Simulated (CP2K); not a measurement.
# AlH2SF (SMILES [F][AlH][SH]), step by step

Wanted: a geometry optimisation (singlet AlH2SF, GFN1-xTB), then energy and gradient (doublet AlH2SF−, GFN1-xTB), then a structure relaxation (doublet AlH2SF−, GFN1-xTB), then energy and forces (singlet AlH2SF, GFN1-xTB) of AlFH2S. 

The calculation is run with CP2K 2026.2.

1 further run of the same task is left out (set aside as unsound or not needed).

### Step 1. Starting point

The species is AlH2SF (5 atoms), meant as a singlet with charge 0. SMILES: `[F][AlH][SH]`. The shape is that of a PBE0-D4/def2-TZVP optimisation. This is one conformer, not always the lowest. The run starts from this shape.

Bond lengths: F1–Al2 1.645 Å, Al2–S3 2.169 Å, Al2–H4 1.569 Å, S3–H5 1.345 Å. Angles: F1–Al2–S3 116.3°, F1–Al2–H4 119.8°, S3–Al2–H4 123.9°, Al2–S3–H5 91.6°.

### Step 2. A geometry optimisation at GFN1-xTB (run 1)

Contents of run.inp:

```
&GLOBAL
 PROJECT_NAME run
 RUN_TYPE GEO_OPT
 PRINT_LEVEL LOW
&END GLOBAL
&FORCE_EVAL
 METHOD Quickstep
 &DFT
  CHARGE 0
  MULTIPLICITY 1
  # Quickstep
  &QS
   METHOD XTB
   EPS_DEFAULT 1.0E-10
   &XTB
    GFN_TYPE 1
    CHECK_ATOMIC_CHARGES F
   &END XTB
  &END QS
  &POISSON
   PERIODIC NONE
   POISSON_SOLVER ANALYTIC
  &END POISSON
  &SCF
   SCF_GUESS ATOMIC
   EPS_SCF 1.0E-06
   MAX_SCF 80
   ADDED_MOS 2
   &DIAGONALIZATION
    ALGORITHM STANDARD
   &END DIAGONALIZATION
   &MIXING
    METHOD DIRECT_P_MIXING
    ALPHA 0.4
   &END MIXING
  &END SCF
  &PRINT
   &MOMENTS
    PERIODIC F
    REFERENCE COM
    MAX_MOMENT 1
   &END MOMENTS
   &MULLIKEN OFF
   &END MULLIKEN
   &HIRSHFELD OFF
   &END HIRSHFELD
  &END PRINT
 &END DFT
 # structure
 &SUBSYS
  # box in angstrom
  &CELL
   ABC [angstrom] 14.9 14.7 14
   PERIODIC NONE
  &END CELL
  &COORD
   SCALED T
   F    0.41146980   0.40836735   0.57009643
   Al   0.45775168   0.49181633   0.50918929
   S    0.59533557   0.52526531   0.54552500
   H    0.40223490   0.54212245   0.42990357
   H    0.59776510   0.59163265   0.47941071
  &END COORD
 &END SUBSYS
&END FORCE_EVAL
&MOTION
 &GEO_OPT
  OPTIMIZER LBFGS
  MAX_ITER 100
  MAX_FORCE 4.5E-04
  RMS_FORCE 3.0E-04
 &END GEO_OPT
 # extra output
 &PRINT
  &TRAJECTORY
   &EACH
    GEO_OPT 1
   &END EACH
  &END TRAJECTORY
  &FORCES ON
   &EACH
    GEO_OPT 1
   &END EACH
  &END FORCES
  &RESTART OFF
  &END RESTART
  &RESTART_HISTORY OFF
  &END RESTART_HISTORY
 &END PRINT
&END MOTION
```

The run is started by

```console
$ OMP_NUM_THREADS=1 cp2k.psmp run.inp > run.out
```

Standard output:

```text
CP2K| version string:                                       CP2K version 2026.2
[...]
 GLOBAL| Method name                                                        CP2K
[...]
 GLOBAL| Run type                                                        GEO_OPT
[...]
                             - Atoms:                                          5
[...]
                             - Spherical basis functions:                     26
[...]
 Number of electrons:                                                         18
[...]
     1 P_Mix/Diag. 0.40E+00    0.0     0.72265187       -11.2467481808 -1.12E+01
[...]
  *** SCF run converged in    12 steps ***
[...]
 ENERGY| Total FORCE_EVAL ( QS ) energy [hartree]            -11.322702253398360
[...]
 OPT| Step number                                                              1
[...]
 OPT| Total energy [hartree]                                      -11.3240869915
[...]
 OPT| Step number                                                             10
[...]
 OPT| Total energy [hartree]                                      -11.3263356569
[...]
 OPT| Step number                                                             11
[...]
 OPT| Total energy [hartree]                                      -11.3263359088
[...]
 ***                    GEOMETRY OPTIMIZATION COMPLETED                      ***
[...]
     7 DIIS/Diag.  0.39E-07    0.0     0.00000003       -11.3263359088 -3.67E-12
  *** SCF run converged in     7 steps ***
[...]
 TB_DIPOLE| Moment [Debye]          1.40099369       2.65405467      -1.88982374
 TB_DIPOLE| Derivative [a.u.]       0.00000000       0.00000000       0.00000000
 ENERGY| Total FORCE_EVAL ( QS ) energy [hartree]            -11.326335908769105
[...]
```

Run time: 0.44 s. Hardware: 1 thread of Arm Neoverse V2, shared host.

The path in brief:

```
step  energy from the first frame kept (eV)  largest force (eV/Å)
   1                                 0.0000                0.5550
   2                                -0.0147                0.3273
   3                                -0.0240                0.2907
   4                                -0.0307                0.2794
   5                                -0.0415                0.2618
   6                                -0.0521                0.1717
   7                                -0.0569                0.3086
   8                                -0.0601                0.1282
   9                                -0.0611                0.0386
  10                                -0.0612                0.0125
  11                                -0.0612                0.0056
  12                                -0.0612                0.0056
```

After the run. Bond lengths: F1–Al2 1.652 Å, Al2–S3 2.124 Å, Al2–H4 1.506 Å, S3–H5 1.324 Å. Angles: F1–Al2–S3 109.7°, F1–Al2–H4 112.4°, S3–Al2–H4 137.8°, Al2–S3–H5 99.7°.

### Step 3. The doublet anion: energy and gradient at GFN1-xTB (run 2)

Contents of gas.inp:

```
&FORCE_EVAL
  METHOD Quickstep
  &DFT
    CHARGE -1
    MULTIPLICITY 2
    UNRESTRICTED_KOHN_SHAM T
    &QS
      METHOD XTB
      EPS_DEFAULT 1.0E-10
      &XTB
        GFN_TYPE 1
        CHECK_ATOMIC_CHARGES F
      &END XTB
    &END QS
    &POISSON
      PERIODIC NONE
      POISSON_SOLVER ANALYTIC
    &END POISSON
    # SCF settings
    &SCF
      SCF_GUESS ATOMIC
      EPS_SCF 1.0E-06
      MAX_SCF 40
      &OT ON
        MINIMIZER DIIS
        PRECONDITIONER FULL_ALL
      &END OT
      &OUTER_SCF
        EPS_SCF 1.0E-06
        MAX_SCF 5
      &END OUTER_SCF
    &END SCF
    &PRINT
      &MOMENTS
        PERIODIC F
        REFERENCE COM
        MAX_MOMENT 1
      &END MOMENTS
      &MO_CUBES
        NLUMO 1
        NHOMO -1
        WRITE_CUBE F
      &END MO_CUBES
      &HIRSHFELD OFF
      &END HIRSHFELD
    &END PRINT
  &END DFT
  # structure
  &SUBSYS
    # vacuum box
    &CELL
      ABC [angstrom] 15.3 14.6 13.9
      PERIODIC NONE
    &END CELL
    &COORD
      SCALED T
      F    0.41837010   0.40988103   0.56826993
      Al   0.45805859   0.49484575   0.50310453
      S    0.58911918   0.52195027   0.54479194
      H    0.39263781   0.53121390   0.43173007
      H    0.60736219   0.59011897   0.48527223
    &END COORD
  &END SUBSYS
  &PRINT
    &FORCES ON
    &END FORCES
  &END PRINT
&END FORCE_EVAL
&GLOBAL
  PROJECT_NAME gas
  RUN_TYPE ENERGY_FORCE
  PRINT_LEVEL MEDIUM
&END GLOBAL
```

The run is started by

```console
$ OMP_NUM_THREADS=1 cp2k.psmp -i gas.inp -o gas.out
```

Standard output:

```text
CP2K| version string:                                       CP2K version 2026.2
[...]
 GLOBAL| Method name                                                        CP2K
[...]
 GLOBAL| Run type                                                   ENERGY_FORCE
[...]
                             - Atoms:                                          5
[...]
                             - Spherical basis functions:                     26
[...]
 Number of electrons:                                                         10
[...]
     1 OT DIIS     0.15E+00    0.0     0.02781702       -11.3867634727 -1.14E+01
[...]
    11 OT DIIS     0.15E+00    0.0     0.00000095       -11.4388931518 -2.60E-10
  *** SCF run converged in    11 steps ***
[...]
 TB_DIPOLE| Moment [Debye]          2.91673460       1.08985417       0.34638810
 TB_DIPOLE| Derivative [a.u.]       0.00000000       0.00000000       0.00000000
[...]
 ENERGY| Total FORCE_EVAL ( QS ) energy [hartree]            -11.438893151931717
 FORCES| Atomic forces [hartree/bohr]
 FORCES|   Atom     x               y               z               |f|
 FORCES|      1 -2.22239820E-02 -4.27135299E-02  3.05625313E-02   5.70299862E-02
 FORCES|      2  2.84205526E-03  1.05995245E-03  3.25225772E-04   3.05066371E-03
 FORCES|      3  8.25104758E-02  1.39517219E-02  2.60956559E-02   8.76562173E-02
 FORCES|      4 -5.99018374E-02  2.83898649E-02 -5.61017282E-02   8.68424923E-02
 FORCES|      5 -3.22671167E-03 -6.88009392E-04 -8.81684741E-04   3.41502461E-03
 FORCES| Sum     1.69135539E-17  2.16840434E-19 -4.77048956E-18
 FORCES| Total atomic force                                       1.75747801E-17
[...]
```

It took 0.42 s on 1 thread of Arm Neoverse V2, shared host.

### Step 4. The doublet anion: a structure relaxation at GFN1-xTB (run 3)

Contents of calc.inp:

```
&GLOBAL
 PROJECT calc
 RUN_TYPE GEO_OPT
 PRINT_LEVEL LOW
&END

&MOTION
 &GEO_OPT
  OPTIMIZER LBFGS
  MAX_ITER 100
  MAX_FORCE 4.5E-04
  RMS_FORCE 3.0E-04
 &END
 &PRINT
  &TRAJECTORY
   &EACH
    GEO_OPT 1
   &END
  &END
  &FORCES ON
   &EACH
    GEO_OPT 1
   &END
  &END
  &RESTART OFF
  &END
  &RESTART_HISTORY OFF
  &END
 &END
&END

&FORCE_EVAL
 METHOD QUICKSTEP
 &DFT
  CHARGE -1
  MULTIPLICITY 2
  UNRESTRICTED_KOHN_SHAM T
  &QS
   METHOD XTB
   EPS_DEFAULT 1.0E-10
   &XTB
    GFN_TYPE 1
    CHECK_ATOMIC_CHARGES F
   &END
  &END
  &POISSON
   PERIODIC NONE
   POISSON_SOLVER ANALYTIC
  &END
  &SCF
   SCF_GUESS ATOMIC
   EPS_SCF 1.0E-06
   MAX_SCF 40
   &OT ON
    MINIMIZER DIIS
    PRECONDITIONER FULL_ALL
   &END
   &OUTER_SCF
    EPS_SCF 1.0E-06
    MAX_SCF 5
   &END
  &END
  &PRINT
   &MOMENTS
    PERIODIC F
    REFERENCE COM
    MAX_MOMENT 1
   &END
   &MULLIKEN OFF
   &END
   &HIRSHFELD OFF
   &END
  &END
 &END
 &SUBSYS
  &CELL
   ABC [angstrom] 15.3 14.6 13.9
   PERIODIC NONE
  &END
  &COORD
   SCALED T
   F    0.41837010   0.40988103   0.56826993
   Al   0.45805859   0.49484575   0.50310453
   S    0.58911918   0.52195027   0.54479194
   H    0.39263781   0.53121390   0.43173007
   H    0.60736219   0.59011897   0.48527223
  &END
 &END
&END
```

The run is started by

```console
$ OMP_NUM_THREADS=1 cp2k.psmp -i calc.inp -o calc.out
```

Standard output:

```text
CP2K| version string:                                       CP2K version 2026.2
[...]
 GLOBAL| Method name                                                        CP2K
[...]
 GLOBAL| Run type                                                        GEO_OPT
[...]
                             - Atoms:                                          5
[...]
                             - Spherical basis functions:                     26
[...]
 Number of electrons:                                                         10
[...]
     1 OT DIIS     0.15E+00    0.0     0.02781702       -11.3867634727 -1.14E+01
[...]
  *** SCF run converged in    11 steps ***
[...]
 ENERGY| Total FORCE_EVAL ( QS ) energy [hartree]            -11.438893151931717
[...]
 OPT| Step number                                                              1
[...]
 OPT| Total energy [hartree]                                      -11.5006993965
[...]
 OPT| Step number                                                             20
[...]
 OPT| Total energy [hartree]                                      -11.5039575241
[...]
 OPT| Step number                                                             21
[...]
 OPT| Total energy [hartree]                                      -11.5039579225
[...]
 ***                    GEOMETRY OPTIMIZATION COMPLETED                      ***
[...]
     5 OT DIIS     0.15E+00    0.0     0.00000034       -11.5039579225 -4.74E-09
  *** SCF run converged in     5 steps ***
[...]
 TB_DIPOLE| Moment [Debye]          4.28655234       1.37702142       0.69501117
 TB_DIPOLE| Derivative [a.u.]       0.00000000       0.00000000       0.00000000
 ENERGY| Total FORCE_EVAL ( QS ) energy [hartree]            -11.503957922477507
[...]
```

Run time: 2.5 s. Hardware: 1 thread of Arm Neoverse V2, shared host.

Step by step:

```
step  energy from the first frame kept (eV)  largest force (eV/Å)
   1                                 0.0000                0.8394
   2                                -0.0521                0.5809
   3                                -0.0581                0.5223
   4                                -0.0647                0.0852
   5                                -0.0653                0.0663
   6                                -0.0675                0.0841
   7                                -0.0729                0.1345
   8                                -0.0776                0.1615
   9                                -0.0789                0.1379
  10                                -0.0797                0.2147
  11                                -0.0809                0.0316
  12                                -0.0810                0.0290
  13                                -0.0814                0.0349
  14                                -0.0826                0.0588
  15                                -0.0855                0.1112
  16                                -0.0870                0.0949
  17                                -0.0878                0.0677
  18                                -0.0885                0.0259
  19                                -0.0886                0.0280
  20                                -0.0887                0.0098
  21                                -0.0887                0.0107
  22                                -0.0887                0.0107
```

After the run. Bond lengths: F1–Al2 1.797 Å, Al2–S3 2.439 Å, S3–H5 1.332 Å. Angles: F1–Al2–S3 103.1°, Al2–S3–H5 90.8°.

### Step 5. Energy and gradient at GFN1-xTB (run 4)

Contents of molecule.inp:

```
&GLOBAL
   PROJECT molecule
   RUN_TYPE ENERGY_FORCE
   PRINT_LEVEL MEDIUM
&END GLOBAL

&FORCE_EVAL
   METHOD QUICKSTEP
   &DFT
      &QS
         METHOD XTB
         EPS_DEFAULT 1.0E-10
         &XTB
            GFN_TYPE 1
            CHECK_ATOMIC_CHARGES F
         &END XTB
      &END QS
      &POISSON
         PERIODIC NONE
         POISSON_SOLVER ANALYTIC
      &END POISSON
      &SCF
         SCF_GUESS ATOMIC
         EPS_SCF 1.0E-06
         MAX_SCF 80
         ADDED_MOS 2
         &DIAGONALIZATION
            ALGORITHM STANDARD
         &END DIAGONALIZATION
         &MIXING
            METHOD DIRECT_P_MIXING
            ALPHA 0.4
         &END MIXING
      &END SCF
      &PRINT
         &MOMENTS
            PERIODIC F
            REFERENCE COM
            MAX_MOMENT 1
         &END MOMENTS
         &MO ON
            ENERGIES T
            OCCUPATION_NUMBERS T
            NDIGITS 6
            &EACH
               QS_SCF 0
            &END EACH
            ADD_LAST NUMERIC
         &END MO
         &HIRSHFELD OFF
         &END HIRSHFELD
      &END PRINT
   &END DFT
   &SUBSYS
      &CELL
         ABC 16.1 14.7 14.2
         PERIODIC NONE
      &END CELL
      &COORD
         SCALED T
         F    0.43539593   0.40961714   0.57822792
         Al   0.47303165   0.50120054   0.50603405
         S    0.61472177   0.52300551   0.56248454
         H    0.37366655   0.53280551   0.42177208
         H    0.62633345   0.59038286   0.50116496
      &END COORD
   &END SUBSYS
   &PRINT
      &FORCES ON
      &END FORCES
   &END PRINT
&END FORCE_EVAL
```

The run is started by

```console
$ OMP_NUM_THREADS=1 cp2k.psmp -i molecule.inp -o molecule.out
```

Standard output:

```text
CP2K| version string:                                       CP2K version 2026.2
 CP2K| Input file name                                              molecule.inp

[... 52 lines left out ...]
 xTB| tblite SCC mixer weight factor:                                  1.000E-02
[... 151 lines left out ...]
  Repulsive potential energy:                                   0.01399862288692
[... 2 lines left out ...]
  Dispersion energy:                                           -0.00125206270723
[... 8 lines left out ...]
 *  \___/     SCF run NOT converged. To continue the calculation regardless,   *
 *    |             please set the keyword IGNORE_CONVERGENCE_FAILURE.         *
[... 5 lines left out ...]
 ===== Routine Calling Stack =====

            4 scf_env_do_scf
            3 qs_energies
            2 qs_forces
            1 CP2K

Program received signal SIGABRT: Process abort signal.

Backtrace for this error:
#0  0x510a548ef957 in ???
#1  0x510a751a4cac in __pthread_kill_implementation
#2  0x510a7514bfb7 in raise
#3  0x510a75135d37 in abort
#4  0x510a54fc2d83 in ???
#5  0x510a54fc4297 in ???
#6  0x510a55e999ab in ???
#7  0x510a55ea3c7b in ???
#8  0x510a55d1555b in ???
#9  0x510a54ba4d13 in ???
#10  0x510a5499a0cf in ???
#11  0x510a5527745f in ???
#12  0x510a55279d0b in ???
#13  0x510a54990db3 in ???
#14  0x510a5498ef13 in ???
#15  0x510a75136573 in __libc_start_call_main
#16  0x510a75136657 in __libc_start_main_impl
#17  0x510a5498f06f in ???
#18  0xffffffffffffffff in ???
```

Wall time 0.32 s (1 thread of Arm Neoverse V2, shared host).

The run stopped without converging.

### Step 6. What came out

| quantity | value |
| --- | --- |
| run 1, GFN1-xTB: total energy at the end | -11.32634 Eh |
| run 1, GFN1-xTB: dipole moment (from atomic charges alone) | 3.55 D |
| run 1, GFN1-xTB: dispersion energy | -2.87 kJ/mol |
| doublet anion, run 2: total energy | -11.43889 Eh |
| doublet anion, run 2: HOMO energy (highest over α and β) | 0.12 eV |
| doublet anion, run 2: dispersion energy | -2.87 kJ/mol |
| doublet anion, run 2: largest force on an atom | 4.507 eV/Å |
| doublet anion, run 3: total energy at the end | -11.50396 Eh |
| doublet anion, run 3: dispersion energy | -3.29 kJ/mol |
| run 4, GFN1-xTB | no result (not converged) |
| adiabatic electron affinity (to the doublet anion, no zero-point term) | 4.833 eV |

What this shows: xTB total energies overstate such differences by several eV unless an empirical shift is taken off; none is applied here. The adiabatic electron affinity (to the doublet anion, no zero-point term) is 4.83 eV (111 kcal/mol). The second species lost a bond as it relaxed, so this leads to another structure. The dipole (run 1, GFN1-xTB) comes from point charges on the atoms alone, without atomic dipoles, so it is partial. The optimisation (run 1, GFN1-xTB) took 11 steps and changed the energy by -0.099 eV. The HOMO (doublet anion, run 2) lies at positive energy, 0.12 eV: the electron is unbound at this level or held by a compact basis; values depend on the basis. 1 of the 4 runs did not end normally.
